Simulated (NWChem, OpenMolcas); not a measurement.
The same job for OpenMolcas

NWChem 7.3.0 runs this on HBS (SMILES B=S):

m1.xyz:
```
3

B     -0.038660    -0.014560     0.134750
S      0.399170     0.147640    -1.393290
H     -0.360510    -0.133080     1.258530
```

m1.nw:
```
start m1
memory 2200 mb
charge 0

geometry noautosym nocenter noautoz
load format xyz m1.xyz
end

basis spherical bse
B library def2-TZVPPD
S library def2-TZVPPD
H library def2-TZVPPD
end

dft
xc m06-2x
grid fine
convergence energy 1e-08
maxiter 100
mulliken
print medium
end

task dft gradient
```

```bash
$ nwchem m1.nw > m1.out
```

The coordinates come from a PBE0-D4/def2-TZVP relaxation.

It gives a total energy of -423.641939 Eh.

**Question.** Write the same calculation for OpenMolcas 26.06 as an input file of the program's own.

**Answer.** For example:

calc.inp:
```
* BHS Kohn-Sham DFT

&GATEWAY
  BasLib=$CurrDir
  Coord
  3
  angstrom
  B       -0.038660      -0.014560       0.134750
  S        0.399170       0.147640      -1.393290
  H       -0.360510      -0.133080       1.258530
  Basis=def2-TZVPPD
  Group=NoSym

&SEWARD
  GridInput
  Grid=UltraFine
  End of Grid

&SCF
  KSDFT=M062X
  Thresholds=1e-10 1e-07 1e-07 1e-05
  PrOrbitals=1

&ALASKA
```

```bash
$ export MOLCAS_MEM=1860
$ pymolcas calc.inp > calc.log
```

(Basis files named in the input come from the Basis Set Exchange and aren't shown.)

Its energy is -423.641953 Eh, 0.014 mEh from the first; the programs' integration grids differ.
